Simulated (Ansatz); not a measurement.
Born–Oppenheimer molecular dynamics of HS (2 atoms, charge -1, multiplicity 1). It starts from a relaxed structure.

Level of theory: UKS r2SCAN/def2-TZVP in Ansatz 0.2.0.

```yaml
ensemble: NVE (velocity Verlet)
time_step: 0.5 fs
steps_asked: 500
starting_velocities_drawn_for: 3000 K
seed: 435182
```

First frame:

```xyz
2
Properties=species:S:1:pos:R:3
S 0.575 -0.188 0.296
H -0.575 0.188 -0.296
```

(1) What does the run give?

(2) What happens to the structure?

(3) How do temperature and energy run in time?

Answers

(1) All steps were run.

| Property | Result |
| --- | --- |
| steps done | 500 |
| time covered | 250 fs |
| mean temperature over the second half | 1507 K |
| spread of the potential energy over the second half | 23.2 meV per atom |
| mean potential energy of the second half above the start | 32.7 meV per atom |

The conserved energy stayed within 1.2 meV per atom of its start (net change 0.44 meV per atom), so the integration is sound. The temperature averaged 0.50 of the 3000 K drawn at the start: a run that starts near a minimum puts about half its kinetic energy into the potential. A run of 0.25 ps of so small a system gives no equilibrium averages. Limits of this set-up: an anion without diffuse functions, the dipole of an ion depends on the origin.

(2) The same pairs are bonded in the first frame and the last. Pairs count as bonded within 1.25 times the sum of covalent radii (0.12 Å more for H–H). The details hang on the random start.

(3) 
```tsv
time (fs)	T (K)	potential energy less start (eV)	conserved less start (meV/atom)
0.0	3000	0.000	0.00
12.5	2941	0.003	0.07
25.0	2767	0.010	0.17
37.5	2502	0.022	0.28
50.0	2169	0.037	0.40
62.5	1798	0.053	0.51
75.0	1414	0.070	0.61
87.5	1042	0.086	0.70
100.0	705	0.100	0.77
112.5	419	0.113	0.83
125.0	200	0.122	0.87
137.5	59	0.129	0.89
150.0	1	0.131	0.90
162.5	30	0.130	0.90
175.0	144	0.125	0.88
187.5	338	0.116	0.84
200.0	603	0.105	0.79
212.5	925	0.091	0.72
225.0	1287	0.075	0.64
237.5	1670	0.058	0.54
250.0	2048	0.042	0.44
```

Run time: 7.6 min on 1 thread of Arm Neoverse V2 (shared host), peak memory 0.092 GiB.
